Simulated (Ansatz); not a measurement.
## Antifluorite Mg2Ge

All values below come from PBE in Ansatz (plane waves, PAW).

Settings: plane-wave cutoff 520 eV, 10×10×10 k mesh, Fermi–Dirac smearing 0.01 eV, scalar-relativistic PAW data made under PBE.

Cell: measured lattice: a = b = c = 6.3849 Å, α = β = γ = 90.00°.

```yaml
band_gap: 0.15 eV (indirect)
smallest_direct_gap_on_the_k_points_sampled: 1.04 eV
```

Measured, for comparison: band gap 0.74 eV (temperature not stated, no zero-point or thermal correction, indirect, Γ–X; as tabulated in Ryu et al. (2019), arXiv:1905.06140).

Note: cell and atoms aren't relaxed at this level (pressure 0.9 GPa).

Spin–orbit coupling is not included.

Computed values are for the static lattice.

The result took around 9 core-seconds (rough).

Ansatz is an electronic-structure program.
